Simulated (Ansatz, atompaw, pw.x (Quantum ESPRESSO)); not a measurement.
# Ta (Z = 73): does the PAW (atompaw) potential hold in the solid?

tantalum, PAW, made with atompaw 4.2.0.5 (LDA (PW92), scalar-relativistic). Core [Kr] 4d10 4f14, reference 5s2 5p6 5d3 6s2 6p0. Waves: 5s (bound): rc 1.25 bohr; 6s (bound): rc 3.00 bohr; 5p (bound): rc 1.90 bohr; 6p (bound, empty): rc 3.00 bohr; 5d (bound): rc 3.00 bohr; 5d channel at 0.35 Ry: rc 3.00 bohr. Local part: bessel scheme, radius 2.15 bohr. Core correction: smooth core density matched at 2.50 bohr. Augmentation charge: sinc compensation charge, radius 2.95 bohr; PAW radius 3.00 bohr; waves and projectors: custom polynom2 7 10 vanderbiltortho.

Atomic tests: cutoffs needed: 25 Ry and 50 Ry (the cutoffs (Ry, on a coarse ladder) from which the occupation-weighted sum of valence levels, in a spherical-Bessel basis at the reference potential, stays within 10 and 1 mRy of its value at 400 Ry); ghost test: no extra level below or beside the all-electron valence levels (s, p, d, f tested) (spherical-Bessel basis up to 400 Ry, 20 bohr box); lowest eigenvalue of the overlap operator: 0.38 (s channel).

Crystal test: bcc Ta in pw.x 7.5, no spin, 14³ k-points, Fermi–Dirac smearing 0.01 Ry, cutoffs 60/600 Ry. The reference is all-electron LAPW (Ansatz 0.2.0) with the same functional, mesh and smearing; V0 and B0 come from Birch–Murnaghan fits to the pressures at five volumes. Errors are pseudo minus all-electron; Δ is the rms difference of the E(V) curves that follow from these fits, minima aligned, over ±6 % about the mean V0. Mesh and smearing are coarse, so the numbers serve the comparison and aren't converged zero-temperature values; the lattice is a test structure that the element need not adopt.

All-electron: a0 = 3.255 Å (V0 = 17.24 Å³/atom), B0 = 217.7 GPa.

How far does the potential miss the all-electron equation of state?

mean pressure error (GPa): +1.87; a0 (Å): 3.261; a0 error (%): +0.21; B0 error (%): +9.0; Δ (meV/atom): 6.2. The largest radius (3.00 bohr) exceeds half the bond length (2.66 bohr), so the spheres overlap, which is one possible source of error among others.

```
V (Å³/atom)  P all-electron (GPa)  P pseudo (GPa)
     16.272                 13.97           17.48
     16.700                  7.30            9.79
     17.128                  1.38            3.06
     17.556                 -3.88           -2.81
     17.984                 -8.54           -7.93
```

At the middle volume, how do free energy and pressure move when the wave cutoff is lowered (ecutrho held at 600 Ry)?

| cutoff (Ry) | shift of F (meV/atom) | shift of P (GPa) |
| --- | --- | --- |
| 27 | +75.9 | -1.69 |
| 36 | +12.2 | -0.14 |
| 48 | +4.4 | -0.09 |

The run at the middle volume (104 k-points, 8 iterations) took about 25 s on one core of a shared host (Intel(R) Xeon(R) Platinum 8375C CPU @ 2.90GHz, 128 threads, 992 GiB, load 53).
